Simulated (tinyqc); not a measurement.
Inside a calculation. Method: RHF in the sto-6g basis, for OH-, spin multiplicity 1. The basis has no diffuse functions, so it cannot describe the extra electron: this is an exercise in the method, not the real anion. Computed by tinyqc, a small Python program that keeps every step (integrals from PySCF). Settings: charge = -1, multiplicity = 1, basis = sto-6g, energy threshold = 1e-10, iteration cap = 85, orthogonalisation = symmetric, start = core, DIIS depth = 8, DIIS from iteration = 3, method = RHF. Command: `OMP_NUM_THREADS=1 python tinyqc.py 30998 30999 out.jsonl` (the two numbers bound the seeds that draw the settings). One thread of a shared host (Intel(R) Xeon(R) Processor @ 2.60GHz), about 0.1 s of CPU time with the checks. Later iterations appear only in the table of the cycle.

## One-electron integrals

Geometry (angstrom):

| atom | x | y | z |
|---|---|---|---|
| O | 0.00000 | 0.00000 | 0.00000 |
| H | 0.00000 | 0.00000 | 0.91700 |

Basis sto-6g: exponents (1/bohr^2) and contraction coefficients of normalised primitives:

| element | l (shell) | exponent | coefficient |
|---|---|---|---|
| O | s (1) | 1355.58423 | 0.00916 |
| O | s (1) | 248.54489 | 0.04936 |
| O | s (1) | 69.53390 | 0.16854 |
| O | s (1) | 23.88677 | 0.37056 |
| O | s (1) | 9.27593 | 0.41649 |
| O | s (1) | 3.82034 | 0.13033 |
| O | s (2) | 52.18776 | -0.01325 |
| O | s (2) | 10.32932 | -0.04699 |
| O | s (2) | 3.21034 | -0.03379 |
| O | s (2) | 1.23514 | 0.25024 |
| O | s (2) | 0.53642 | 0.59512 |
| O | s (2) | 0.24588 | 0.24071 |
| O | p (3) | 52.18776 | 0.00376 |
| O | p (3) | 10.32932 | 0.03768 |
| O | p (3) | 3.21034 | 0.17390 |
| O | p (3) | 1.23514 | 0.41804 |
| O | p (3) | 0.53642 | 0.42586 |
| O | p (3) | 0.24588 | 0.10171 |
| H | s (1) | 35.52322 | 0.00916 |
| H | s (1) | 6.51314 | 0.04936 |
| H | s (1) | 1.82214 | 0.16854 |
| H | s (1) | 0.62596 | 0.37056 |
| H | s (1) | 0.24308 | 0.41649 |
| H | s (1) | 0.10011 | 0.13033 |

Overlap, kinetic and nuclear-attraction integrals over the contracted functions; the nuclear repulsion is the sum of Za Zb / Rab.

nuclear repulsion = 4.6165951 hartree

overlap S, lower triangle:
```
          1O 1s    1O 2s   1O 2px   1O 2py   1O 2pz    2H 1s
1O 1s   1.00000
1O 2s   0.23114  1.00000
1O 2px  0.00000  0.00000  1.00000
1O 2py  0.00000  0.00000  0.00000  1.00000
1O 2pz  0.00000  0.00000  0.00000  0.00000  1.00000
2H 1s   0.06077  0.50347  0.00000  0.00000  0.40629  1.00000
```

kinetic energy T (hartree), lower triangle:
```
           1O 1s    1O 2s   1O 2px   1O 2py   1O 2pz    2H 1s
1O 1s   29.32720
1O 2s   -0.89602  0.84262
1O 2px   0.00000  0.00000  2.53131
1O 2py   0.00000  0.00000  0.00000  2.53131
1O 2pz   0.00000  0.00000  0.00000  0.00000  2.53131
2H 1s   -0.00069  0.14841  0.00000  0.00000  0.31361  0.76852
```

nuclear attraction V (hartree), lower triangle:
```
            1O 1s     1O 2s    1O 2px    1O 2py    1O 2pz     2H 1s
1O 1s   -61.83539
1O 2s    -6.28467  -9.56751
1O 2px    0.00000   0.00000  -9.52122
1O 2py    0.00000   0.00000   0.00000  -9.52122
1O 2pz   -0.01790  -0.19584   0.00000   0.00000  -9.65889
2H 1s    -1.90115  -3.90825   0.00000   0.00000  -2.89067  -5.65846
```

core Hamiltonian H = T + V (hartree), lower triangle:
```
            1O 1s     1O 2s    1O 2px    1O 2py    1O 2pz     2H 1s
1O 1s   -32.50819
1O 2s    -7.18069  -8.72489
1O 2px    0.00000   0.00000  -6.98991
1O 2py    0.00000   0.00000   0.00000  -6.98991
1O 2pz   -0.01790  -0.19584   0.00000   0.00000  -7.12758
2H 1s    -1.90184  -3.75984   0.00000   0.00000  -2.57706  -4.88994
```

## Two-electron integrals

Functions are numbered as in S; the eight-fold symmetry (ij|kl) = (ji|kl) = (kl|ij) leaves the list below.

Two-electron integrals (ij|kl) in chemists' order, unique and non-zero (hartree):
```
(11|11) 4.78749   (21|11) 0.67588   (21|21) 0.12150   (22|11) 1.11738
(22|21) 0.24921   (22|22) 0.81738   (31|31) 0.02576   (32|31) 0.03914
(32|32) 0.18066   (33|11) 1.11738   (33|21) 0.24921   (33|22) 0.81738
(33|33) 0.88066   (41|41) 0.02576   (42|41) 0.03914   (42|42) 0.18066
(43|43) 0.04746   (44|11) 1.11738   (44|21) 0.24921   (44|22) 0.81738
(44|33) 0.78574   (44|44) 0.88066   (51|51) 0.02576   (52|51) 0.03914
(52|52) 0.18066   (53|53) 0.04746   (54|54) 0.04746   (55|11) 1.11738
(55|21) 0.24921   (55|22) 0.81738   (55|33) 0.78574   (55|44) 0.78574
(55|55) 0.88066   (61|11) 0.18990   (61|21) 0.03270   (61|22) 0.06552
(61|33) 0.06538   (61|44) 0.06538   (61|51) 0.00159   (61|52) 0.00310
(61|55) 0.06581   (61|61) 0.00897   (62|11) 0.43211   (62|21) 0.09758
(62|22) 0.35073   (62|33) 0.34514   (62|44) 0.34514   (62|51) 0.00774
(62|52) 0.05538   (62|55) 0.36191   (62|61) 0.02635   (62|62) 0.18195
(63|31) 0.01122   (63|32) 0.06185   (63|53) 0.01161   (63|63) 0.02676
(64|41) 0.01122   (64|42) 0.06185   (64|54) 0.01161   (64|64) 0.02676
(65|11) 0.29789   (65|21) 0.06827   (65|22) 0.26171   (65|33) 0.24970
(65|44) 0.24970   (65|51) 0.01607   (65|52) 0.10162   (65|55) 0.28573
(65|61) 0.01935   (65|62) 0.16515   (65|65) 0.17536   (66|11) 0.55146
(66|21) 0.12681   (66|22) 0.51783   (66|33) 0.49688   (66|44) 0.49688
(66|51) 0.01392   (66|52) 0.13281   (66|55) 0.55973   (66|61) 0.03467
(66|62) 0.32911   (66|65) 0.34180   (66|66) 0.77500
```

## Orthogonalisation

S = U s U^T; symmetric (Loewdin) form X = U s^(-1/2) U^T, so that X^T S X = 1.

eigenvalues of S: 0.34131  0.84365  1.00000  1.00000  1.12390  1.69114

X, lower triangle:
```
           1O 1s     1O 2s   1O 2px   1O 2py    1O 2pz    2H 1s
1O 1s    1.02203
1O 2s   -0.13134   1.16630
1O 2px   0.00000   0.00000  1.00000
1O 2py   0.00000   0.00000  0.00000  1.00000
1O 2pz  -0.00926   0.11530  0.00000  0.00000   1.09142
2H 1s    0.02305  -0.35780  0.00000  0.00000  -0.28448  1.23291
```

## Starting guess

The start is the orbitals of the core Hamiltonian; D = 2 C_occ C_occ^T.

D at the start, lower triangle:
```
           1O 1s     1O 2s   1O 2px   1O 2py    1O 2pz    2H 1s
1O 1s    2.12202
1O 2s   -0.55527   2.51789
1O 2px   0.00000   0.00000  2.00000
1O 2py   0.00000   0.00000  0.00000  2.00000
1O 2pz  -0.05556   0.35911  0.00000  0.00000   2.31108
2H 1s    0.10711  -0.48038  0.00000  0.00000  -0.48033  0.16671
```

## Iteration 1: building the Fock matrix

J_ij = sum D_kl (ij|kl), K_ij = sum D_kl (ik|jl); F = H + J - 0.5 K; E = tr D H + tr D J / 2 - 0.25 tr D K + E_nn.

Coulomb J (hartree), lower triangle:
```
           1O 1s     1O 2s   1O 2px   1O 2py   1O 2pz    2H 1s
1O 1s   18.70516
1O 2s    3.36841   8.82296
1O 2px   0.00000   0.00000  8.82650
1O 2py   0.00000   0.00000  0.00000  8.82650
1O 2pz   0.00504  -0.00261  0.00000  0.00000  8.81588
2H 1s    0.91110   3.67459  0.00000  0.00000  2.67962  5.20020
```

exchange K (hartree), lower triangle:
```
          1O 1s    1O 2s   1O 2px   1O 2py   1O 2pz    2H 1s
1O 1s   9.88631
1O 2s   1.59148  2.84041
1O 2px  0.00000  0.00000  2.36831
1O 2py  0.00000  0.00000  0.00000  2.36831
1O 2pz  0.00173  0.00309  0.00000  0.00000  2.35177
2H 1s   0.45949  1.04606  0.00000  0.00000  0.56981  0.56876
```

Fock matrix F (hartree), lower triangle:
```
            1O 1s     1O 2s   1O 2px   1O 2py    1O 2pz    2H 1s
1O 1s   -18.74618
1O 2s    -4.60803  -1.32213
1O 2px    0.00000   0.00000  0.65244
1O 2py    0.00000   0.00000  0.00000  0.65244
1O 2pz   -0.01372  -0.20000  0.00000  0.00000   0.51241
2H 1s    -1.22048  -0.60829  0.00000  0.00000  -0.18235  0.02589
```

total energy of this density = -73.6430265 hartree

## Iteration 1: diagonalisation and new density

Diagonalise F' = X^T F X, C = X C', fill 5 alpha and 5 beta electrons from the bottom; D = 2 C_occ C_occ^T. Each column has its largest component positive (the first on a tie).

F' = X^T F X (hartree), lower triangle:
```
           1         2        3        4         5        6
1  -18.42088
2   -2.44663  -0.34533
3    0.00000   0.00000  0.65244
4    0.00000   0.00000  0.00000  0.65244
5   -0.01721  -0.01472  0.00000  0.00000   0.69978
6   -0.23850  -0.47545  0.00000  0.00000  -0.43945  0.53230
```

orbital energies (hartree): MO1 -18.75087, MO2 -0.31793, MO3 0.39816, MO4 0.65244, MO5 0.65244, MO6 1.13650

coefficients C:
```
             MO1       MO2       MO3      MO4       MO5       MO6
1O 1s    0.99593  -0.21239  -0.13813  0.00000   0.00000   0.07965
1O 2s    0.01855   0.78099   0.72252  0.00000   0.00000  -0.62168
1O 2px   0.00000   0.00000   0.00000  0.99218  -0.12480   0.00000
1O 2py   0.00000   0.00000   0.00000  0.12480   0.99218   0.00000
1O 2pz   0.00308   0.20431  -0.55190  0.00000   0.00000  -0.96910
2H 1s   -0.00565   0.30775  -0.59764  0.00000   0.00000   1.13033
```

D after iteration 1, lower triangle:
```
           1O 1s     1O 2s   1O 2px   1O 2py   1O 2pz    2H 1s
1O 1s    2.11213
1O 2s   -0.49441   2.26467
1O 2px   0.00000   0.00000  2.00000
1O 2py   0.00000   0.00000  0.00000  2.00000
1O 2pz   0.07183  -0.47827  0.00000  0.00000  0.69270
2H 1s    0.02313  -0.38312  0.00000  0.00000  0.78539  0.90382
```

Within a degenerate level the vectors are fixed only up to a rotation; this is one choice.

## Iteration 2: building the Fock matrix

As before.

Coulomb J (hartree), lower triangle:
```
           1O 1s    1O 2s   1O 2px   1O 2py   1O 2pz    2H 1s
1O 1s   17.86156
1O 2s    3.18987  8.41386
1O 2px   0.00000  0.00000  8.42170
1O 2py   0.00000  0.00000  0.00000  8.42170
1O 2pz  -0.00177  0.07019  0.00000  0.00000  8.39818
2H 1s    0.86349  3.60854  0.00000  0.00000  2.71492  5.44904
```

exchange K (hartree), lower triangle:
```
          1O 1s     1O 2s   1O 2px   1O 2py   1O 2pz    2H 1s
1O 1s   9.83390
1O 2s   1.54371   2.69632
1O 2px  0.00000   0.00000  2.30953
1O 2py  0.00000   0.00000  0.00000  2.30953
1O 2pz  0.00558  -0.06303  0.00000  0.00000  1.75492
2H 1s   0.44518   1.22090  0.00000  0.00000  0.92484  1.46507
```

Fock matrix F (hartree), lower triangle:
```
            1O 1s     1O 2s   1O 2px   1O 2py    1O 2pz     2H 1s
1O 1s   -19.56358
1O 2s    -4.76268  -1.65918
1O 2px    0.00000   0.00000  0.27703
1O 2py    0.00000   0.00000  0.00000  0.27703
1O 2pz   -0.02245  -0.09414  0.00000  0.00000   0.39314
2H 1s    -1.26094  -0.76176  0.00000  0.00000  -0.32456  -0.17343
```

total energy of this density = -74.7584399 hartree

## Iteration 2: diagonalisation and new density

As before.

F' = X^T F X (hartree), lower triangle:
```
           1         2        3        4         5        6
1  -19.23960
2   -2.47158  -0.63288
3    0.00000   0.00000  0.27703
4    0.00000   0.00000  0.00000  0.27703
5   -0.04361   0.16090  0.00000  0.00000   0.66234
6   -0.23804  -0.55989  0.00000  0.00000  -0.60399  0.43316
```

orbital energies (hartree): MO1 -19.56712, MO2 -0.59740, MO3 0.08542, MO4 0.27703, MO5 0.27703, MO6 1.30212

coefficients C:
```
             MO1       MO2       MO3      MO4       MO5       MO6
1O 1s    0.99654  -0.22141   0.11231  0.00000   0.00000   0.08766
1O 2s    0.01589   0.83231  -0.63364  0.00000   0.00000  -0.65140
1O 2px   0.00000   0.00000   0.00000  0.99991  -0.01362   0.00000
1O 2py   0.00000   0.00000   0.00000  0.01362   0.99991   0.00000
1O 2pz   0.00310   0.09757   0.56210  0.00000   0.00000  -0.97980
2H 1s   -0.00497   0.28425   0.64046  0.00000   0.00000   1.11290
```

D after iteration 2, lower triangle:
```
           1O 1s     1O 2s   1O 2px   1O 2py   1O 2pz    2H 1s
1O 1s    2.10945
1O 2s   -0.47924   2.18899
1O 2px   0.00000   0.00000  2.00000
1O 2py   0.00000   0.00000  0.00000  2.00000
1O 2pz   0.08922  -0.54983  0.00000  0.00000  0.65097
2H 1s    0.00808  -0.33863  0.00000  0.00000  0.77544  0.98202
```

Within a degenerate level the vectors are fixed only up to a rotation; this is one choice.

## Iteration 3: building the Fock matrix

As before.

Coulomb J (hartree), lower triangle:
```
           1O 1s    1O 2s   1O 2px   1O 2py   1O 2pz    2H 1s
1O 1s   17.80796
1O 2s    3.17874  8.38698
1O 2px   0.00000  0.00000  8.39425
1O 2py   0.00000  0.00000  0.00000  8.39425
1O 2pz  -0.00506  0.05889  0.00000  0.00000  8.37244
2H 1s    0.86028  3.59888  0.00000  0.00000  2.70783  5.45238
```

exchange K (hartree), lower triangle:
```
          1O 1s     1O 2s   1O 2px   1O 2py   1O 2pz    2H 1s
1O 1s   9.82916
1O 2s   1.54241   2.67555
1O 2px  0.00000   0.00000  2.30202
1O 2py  0.00000   0.00000  0.00000  2.30202
1O 2pz  0.00420  -0.10817  0.00000  0.00000  1.72220
2H 1s   0.44420   1.22265  0.00000  0.00000  0.90930  1.50383
```

Fock matrix F (hartree), lower triangle:
```
            1O 1s     1O 2s   1O 2px   1O 2py    1O 2pz     2H 1s
1O 1s   -19.61481
1O 2s    -4.77316  -1.67569
1O 2px    0.00000   0.00000  0.25333
1O 2py    0.00000   0.00000  0.00000  0.25333
1O 2pz   -0.02506  -0.08287  0.00000  0.00000   0.38376
2H 1s    -1.26366  -0.77229  0.00000  0.00000  -0.32389  -0.18948
```

total energy of this density = -74.7667540 hartree

## Iteration 3: diagonalisation and new density

As before.

F' = X^T F X (hartree), lower triangle:
```
           1         2        3        4         5        6
1  -19.29057
2   -2.47508  -0.64359
3    0.00000   0.00000  0.25333
4    0.00000   0.00000  0.00000  0.25333
5   -0.04807   0.17449  0.00000  0.00000   0.65281
6   -0.23706  -0.56641  0.00000  0.00000  -0.60123  0.41703
```

orbital energies (hartree): MO1 -19.61831, MO2 -0.61168, MO3 0.07043, MO4 0.25333, MO5 0.25333, MO6 1.29526

coefficients C:
```
             MO1       MO2       MO3       MO4      MO5       MO6
1O 1s    0.99656  -0.22160   0.11020   0.00000  0.00000   0.08959
1O 2s    0.01581   0.83266  -0.62558   0.00000  0.00000  -0.65870
1O 2px   0.00000   0.00000   0.00000   0.99928  0.03801   0.00000
1O 2py   0.00000   0.00000   0.00000  -0.03801  0.99928   0.00000
1O 2pz   0.00323   0.08549   0.56450   0.00000  0.00000  -0.97955
2H 1s   -0.00501   0.28724   0.64100   0.00000  0.00000   1.11182
```

D after iteration 3, lower triangle:
```
           1O 1s     1O 2s   1O 2px   1O 2py   1O 2pz    2H 1s
1O 1s    2.10877
1O 2s   -0.47541   2.16985
1O 2px   0.00000   0.00000  2.00000
1O 2py   0.00000   0.00000  0.00000  2.00000
1O 2pz   0.09296  -0.56381  0.00000  0.00000  0.65195
2H 1s    0.00397  -0.32380  0.00000  0.00000  0.77277  0.98683
```

Within a degenerate level the vectors are fixed only up to a rotation; this is one choice.

## Iteration 7 (converged): orbitals

converged F (hartree), lower triangle:
```
            1O 1s     1O 2s   1O 2px   1O 2py    1O 2pz     2H 1s
1O 1s   -19.62103
1O 2s    -4.77461  -1.67653
1O 2px    0.00000   0.00000  0.25086
1O 2py    0.00000   0.00000  0.00000  0.25086
1O 2pz   -0.02595  -0.08123  0.00000  0.00000   0.38084
2H 1s    -1.26403  -0.77441  0.00000  0.00000  -0.32425  -0.19315
```

As before.

F' = X^T F X (hartree), lower triangle:
```
           1         2        3        4         5        6
1  -19.29669
2   -2.47600  -0.64268
3    0.00000   0.00000  0.25086
4    0.00000   0.00000  0.00000  0.25086
5   -0.04934   0.17683  0.00000  0.00000   0.64982
6   -0.23660  -0.56842  0.00000  0.00000  -0.60075  0.41357
```

orbital energies (hartree): MO1 -19.62454, MO2 -0.61309, MO3 0.06790, MO4 0.25086, MO5 0.25086, MO6 1.29376

coefficients C:
```
             MO1       MO2       MO3      MO4       MO5       MO6
1O 1s    0.99656  -0.22134   0.11024  0.00000   0.00000   0.09020
1O 2s    0.01581   0.83087  -0.62544  0.00000   0.00000  -0.66109
1O 2px   0.00000   0.00000   0.00000  0.79995  -0.60006   0.00000
1O 2py   0.00000   0.00000   0.00000  0.60006   0.79995   0.00000
1O 2pz   0.00328   0.08405   0.56565  0.00000   0.00000  -0.97902
2H 1s   -0.00504   0.28993   0.63938  0.00000   0.00000   1.11205
```

D after iteration 7, lower triangle:
```
           1O 1s     1O 2s   1O 2px   1O 2py   1O 2pz    2H 1s
1O 1s    2.10855
1O 2s   -0.47418   2.16353
1O 2px   0.00000   0.00000  2.00000
1O 2py   0.00000   0.00000  0.00000  2.00000
1O 2pz   0.09405  -0.56779  0.00000  0.00000  0.65406
2H 1s    0.00258  -0.31817  0.00000  0.00000  0.77203  0.98579
```

Within a degenerate level the vectors are fixed only up to a rotation; this is one choice.

## Convergence

Stop when the energy changes by less than 1e-10 hartree and every element of the error matrix X^T (F D S - S D F) X is below 3e-06.

Course of the cycle:

| iteration | E (hartree) | change | largest element of the error matrix |
|---|---|---|---|
| 1 | -73.6430265 | - | 8.67e-01 |
| 2 | -74.7584399 | -1.12e+00 | 1.12e-01 |
| 3 | -74.7667540 | -8.31e-03 | 2.03e-02 |
| 4 | -74.7670235 | -2.70e-04 | 4.19e-03 |
| 5 | -74.7670374 | -1.39e-05 | 1.95e-04 |
| 6 | -74.7670374 | -4.34e-08 | 1.37e-06 |
| 7 | -74.7670374 | -1.28e-12 | 3.32e-08 |

PySCF RHF in the same basis = -74.7670374 hartree

Converged in 7 iterations.

## Populations, bond orders and dipole

Mulliken: Z minus the diagonal of D S on the atom; Loewdin: the same with S^(1/2) D S^(1/2); Mayer order: 2 sum_s sum (D(s) S)_ij (D(s) S)_ji over the two atoms.

Charges (e):

| atom | Mulliken | Loewdin |
|---|---|---|
| 1O | -0.86058 | -0.86041 |
| 2H | -0.13942 | -0.13959 |

Mayer bond orders:

| pair | order |
|---|---|
| 2-1 | 0.98056 |

dipole moment about the origin, x y z (debye): 0.00000  0.00000  0.02044
